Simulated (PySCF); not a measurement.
hydroxide (HO), SMILES [OH-], charge -1.

The structure is a stationary point at PBE0-D3(BJ)/def2-TZVPD.

Two levels are set side by side: PBE/def2-TZVPD (PySCF) and B3LYP/def2-TZVPD (PySCF). Same geometry, gas phase. Differences are taken from unrounded values.

| quantity | B3LYP |
|---|---|
| orbital gap (eV) | 4.61 |
| highest occupied level (eV) | 0.94 |
| lowest empty level (eV) | 5.55 |
| mean polarisability (bohr³) | 23.8 |

**Question.** What does PBE give, and how far is it from B3LYP? (The exact figures need the calculation; the answer reports its results.)

**Answer.** 
```json
[
 {"quantity": "orbital gap (eV)", "PBE": "3.10", "PBE minus B3LYP": "-1.51"},
 {"quantity": "highest occupied level (eV)", "PBE": "2.11", "PBE minus B3LYP": "1.17"},
 {"quantity": "lowest empty level (eV)", "PBE": "5.21", "PBE minus B3LYP": "-0.34"},
 {"quantity": "mean polarisability (bohr³)", "PBE": "26.9", "PBE minus B3LYP": "3.1"}
]
```

PBE's occupied levels lie high since its potential decays too fast outside the molecule; exact exchange lowers them and widens the gap. PBE's more diffuse valence density responds more strongly to a field. Differences between two approximate levels are no errors against the true value.
